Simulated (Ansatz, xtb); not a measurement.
Two isomers of HNOS

We compare X, `O=NS`, a singlet, with Y, `N#SO`, a singlet. Both are isolated molecules in the gas phase, relaxed with B3LYP/6-31G*, each in the lowest conformer that the search found.

X (Å):

```yaml
atoms:
  - { symbol: N, position_ang: [-1.0371, -0.3012, -0.8638] }
  - { symbol: O, position_ang: [-0.2965, 0.3821, -1.4665] }
  - { symbol: S, position_ang: [-0.6329, -0.4920, 0.9971] }
  - { symbol: H, position_ang: [-1.7070, -1.2945, 1.1440] }
```

Y (Å):

```yaml
atoms:
  - { symbol: N, position_ang: [-1.0474, -0.0341, -1.5061] }
  - { symbol: O, position_ang: [-0.3339, -0.3397, 1.0988] }
  - { symbol: S, position_ang: [-1.4101, -0.5975, -0.1974] }
  - { symbol: H, position_ang: [0.4314, 0.1823, 0.7800] }
```

**Question.** Estimate E(Y) − E(X) at the level CCSD(T)/def2-TZVPP.

**Answer.** Calculated at CCSD(T)/def2-TZVPP: E(Y) − E(X) = −16.7 kcal/mol, so structure Y lies lower.

How the difference moves with the method:

```
             level      geometry  E(Y) − E(X) (kcal/mol)  departure from the last row (kcal/mol)  job, with rough time for the two
          GFN2-xTB      GFN2-xTB                     −13.4                                    +3.3              optimisation, 0.22 s
         HF/STO-3G      GFN2-xTB                     +55.4                                   +72.1               single point, 0.3 s
r2SCAN-D4/def2-SVP      GFN2-xTB                      −2.5                                   +14.3               single point, 2.2 s
      B3LYP/6-31G*  B3LYP/6-31G*                       0.0                                   +16.7                optimisation, 24 s
     HF/def2-TZVPP  B3LYP/6-31G*                     −16.6                                    +0.1           part of the CCSD(T) run
    MP2/def2-TZVPP  B3LYP/6-31G*                     −20.6                                    −3.9           part of the CCSD(T) run
CCSD(T)/def2-TZVPP  B3LYP/6-31G*                     −16.7                                                        single point, 32 s
```

As drawn, Y has 1 N≡S, 1 O–S, 1 O–H in place of 1 N=O, 1 N–S, 1 S–H.

HF/STO-3G puts the two in the other order. B3LYP/6-31G* finds them nearly level. The largest departure from CCSD(T)/def2-TZVPP is that of HF/STO-3G, 72.1 kcal/mol.

With harmonic frequencies from B3LYP/6-31G* (ideal gas, rigid rotor, one conformer each, 298.15 K, 1 atm): the zero-point term adds +1.2 kcal/mol; ΔH is −15.6 and ΔG −15.4 kcal/mol.

The T1 diagnostic of structures X and Y is large, so the coupled-cluster value is less sure. The correlated steps freeze 7 core orbitals. Codes used: Ansatz 0.2.0, xtb 6.7.1; the last row on 1 thread of Intel(R) Xeon(R) Platinum 8488C (Sapphire Rapids) on a shared host.
